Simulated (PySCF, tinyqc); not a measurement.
Worked calculation: RKS/exchange-only LDA in the sto-3g basis, for BH, spin multiplicity 1. The lowest restricted solution is unstable here: a spin-polarised one lies 0.0057 hartree lower (PySCF). One step of it, computed by the program tinyqc.

Task: Orthogonalisation. S = U s U^T; symmetric (Loewdin) form X = U s^(-1/2) U^T, so that X^T S X = 1.

overlap S, lower triangle:
```
           1B 1s     1B 2s    1B 2px    1B 2py    1B 2pz     2H 1s
1B 1s   1.000000
1B 2s   0.269328  1.000000
1B 2px  0.000000  0.000000  1.000000
1B 2py  0.000000  0.000000  0.000000  1.000000
1B 2pz  0.000000  0.000000  0.000000  0.000000  1.000000
2H 1s   0.058266  0.446345  0.000000  0.000000  0.467990  1.000000
```

Give: eigenvalues of S; X.

Result:

eigenvalues of S: 0.3393  0.7966  1.0000  1.0000  1.1704  1.6938

X, lower triangle:
```
          1B 1s    1B 2s  1B 2px  1B 2py   1B 2pz   2H 1s
1B 1s    1.0303
1B 2s   -0.1534   1.1452
1B 2px   0.0000   0.0000  1.0000
1B 2py   0.0000   0.0000  0.0000  1.0000
1B 2pz  -0.0125   0.1189  0.0000  0.0000   1.1213
2H 1s    0.0276  -0.3198  0.0000  0.0000  -0.3278  1.2332
```
